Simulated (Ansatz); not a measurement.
Zinc-blende GaP: LDA at its full settings (plane-wave cutoff 520 eV, 10×10×10 k mesh, Fermi–Dirac smearing 0.01 eV, scalar-relativistic PAW data made under PBE) and at cheaper ones, in a cell of 2 atoms with Γ-centred meshes.

| level and setting | lattice constant a (Å) | bulk modulus B0 (GPa) |
|---|---|---|
| LDA (Ansatz) | 5.391 | 90.0 |
| LDA (2×2×2 k mesh) (Ansatz) | 5.531 | 80.1 |
| LDA (4×4×4 k mesh) (Ansatz) | 5.400 | 90.3 |

Largest shifts from the full settings: lattice constant a +2.60 % (LDA (2×2×2 k mesh)), against a difference of -0.88 % of the full result from the reference 5.439 Å (measured, static lattice: zero-point anharmonic expansion removed; as tabulated in Mejia-Rodriguez and Trickey (2018), arXiv:1807.09216); bulk modulus -11.0 % (LDA (2×2×2 k mesh)), against a difference of +0.4 % of the full result from the reference 89.6 GPa (measured, 0 K value with the zero-point phonon effect removed; as tabulated in Mejia-Rodriguez and Trickey (2018), arXiv:1807.09216).

Ansatz's density-functional and Hartree–Fock values are scalar-relativistic unless marked +SOC, with PAW data made under PBE.

Run with cheap settings on purpose, which may leave them unconverged: LDA (2×2×2 k mesh), LDA (4×4×4 k mesh).

Ansatz is a first-principles code.
